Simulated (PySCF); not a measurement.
Species: C3H7O (doublet state).
Z-matrix (Å and degrees, GFN2-xTB geometry), rows numbered from 1:
```
C 
C   1  1.4774
C   2  1.4810  1  121.52
O   3  1.4157  2  113.84  1    36.68
H   1  1.0948  2  110.98  3   118.55
H   1  1.0950  2  111.57  3  -123.34
H   1  1.0879  2  110.34  3    -2.17
H   2  1.0755  1  119.51  3  -173.84
H   3  1.1021  2  110.02  1   161.14
H   3  1.1030  2  111.34  1   -80.33
H   4  0.9639  3  108.35  2    51.56
```

The hyperfine couplings belong to this conformer and change with its torsions.

As a line formula: `C[CH]CO` [radical].

Method: PySCF, UKS B3LYP, pcH-1 on C H O, non-relativistic, mean-field spin-orbit, GIAO. Geometry: GFN2-xTB, one conformer, isolated molecule. A GFN2-xTB geometry isn't a minimum of the functional, and hyperfine couplings can be far from their values at a DFT geometry. Stability of the SCF solution: not tested.

Problem. What is the g tensor, term by term?

Solution. 
```
                    Δg (ppm)     1     2     3
relativistic mass correction  -140  -140  -140
            gauge correction    11    32    26
   orbital Zeeman/spin–orbit   -24   319   744
                       total  -153   211   630
```

So g = 2.00217, 2.00253, 2.00295 and g_iso = 2.00255; the tensor is rhombic: the two nearest values differ by 46 % of g3 − g1. 

Problem. What are the electron Larmor frequencies g μB B/h along the three axes at 340 mT?

Solution. 9.5278, 9.5295, 9.5315 GHz for g1, g2 and g3, a range of 3.7 MHz.

Problem. How much does each term add to the isotropic shift?

Solution. The orbital-Zeeman/spin–orbit term 346, the mass correction -140 and the gauge correction 23 ppm, for a total of 229 ppm. The orbital-Zeeman/spin–orbit term is the largest in size. The mass correction is the same along every axis, so the anisotropy comes from the other two: their spans along these axes are 21 (gauge) and 768 ppm (orbital Zeeman/spin–orbit).

Problem. At 34.13 GHz, how far is the centre of the isotropic spectrum from where a free electron (g = 2.002319) resonates?

Solution. B = hν/(g μB) with μB/h = 13.99624 MHz/mT gives 1217.84 mT for the free electron and 1217.70 mT at g_iso, 0.14 mT lower.

Problem. In a frozen sample, at which fields do the three g values resonate at 9.5, 34, 94 and 263 GHz (hyperfine left aside), and which band first spreads them over more than twice a line width of 0.3 mT?

Solution. 
| band | GHz | B(g3) mT | B(g2) mT | B(g1) mT | spread mT |
| --- | --- | --- | --- | --- | --- |
| X | 9.5 | 338.88 | 338.95 | 339.01 | 0.13 |
| Q | 34.0 | 1212.82 | 1213.08 | 1213.30 | 0.47 |
| W | 94.0 | 3353.10 | 3353.80 | 3354.41 | 1.31 |
| J | 263.0 | 9381.54 | 9383.51 | 9385.21 | 3.67 |

The spread grows in proportion to the frequency. W band is the first where it exceeds 0.6 mT.

Largest spin populations (Mulliken): C2 (+1.01), C1 (-0.08) and C3 (-0.07). No atom but C2 exceeds +0.15. The angles at C2 add up to 359.7°, so it is planar; its axial dipolar tensor and the negative coupling of its proton fit spin in a p orbital normal to that plane.

The HOMO–LUMO gaps are 6.46 eV among the α and 6.01 eV among the β orbitals.
